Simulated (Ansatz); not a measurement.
**Bismuth, A7 rhombohedral: convergence with Methfessel-Paxton smearing**

Computed with Ansatz, r²SCAN, scalar-relativistic PAW, on the relaxed cell (a = 4.535 Å, c = 12.350 Å (c/a = 2.724); spin not included). Errors count from a run at 500 eV on a Γ-centred 14×14×14 mesh with Fermi-Dirac smearing of 0.1 eV, extrapolated to zero width. Fixed here: cutoff 500 eV, mesh 9×9×9. The SCF starts from atomic densities corrected by a trained network.

```json
{"width (eV)": "0.01", "E(σ→0) error (meV/atom)": "-3.9", "F error (meV/atom)": "-3.9", "P (GPa)": "0.01", "SCF iterations": "6"}
{"width (eV)": "0.03", "E(σ→0) error (meV/atom)": "-3.9", "F error (meV/atom)": "-3.9", "P (GPa)": "0.01", "SCF iterations": "6"}
{"width (eV)": "0.1", "E(σ→0) error (meV/atom)": "-3.9", "F error (meV/atom)": "-3.9", "P (GPa)": "0.01", "SCF iterations": "7"}
{"width (eV)": "0.2", "E(σ→0) error (meV/atom)": "-4.0", "F error (meV/atom)": "-3.8", "P (GPa)": "0.01", "SCF iterations": "7"}
{"width (eV)": "0.3", "E(σ→0) error (meV/atom)": "-3.9", "F error (meV/atom)": "-3.5", "P (GPa)": "0.00", "SCF iterations": "7"}
{"width (eV)": "0.6", "E(σ→0) error (meV/atom)": "-3.0", "F error (meV/atom)": "3.6", "P (GPa)": "-0.04", "SCF iterations": "7"}
{"width (eV)": "1.0", "E(σ→0) error (meV/atom)": "9.4", "F error (meV/atom)": "27.0", "P (GPa)": "-0.19", "SCF iterations": "7"}
```
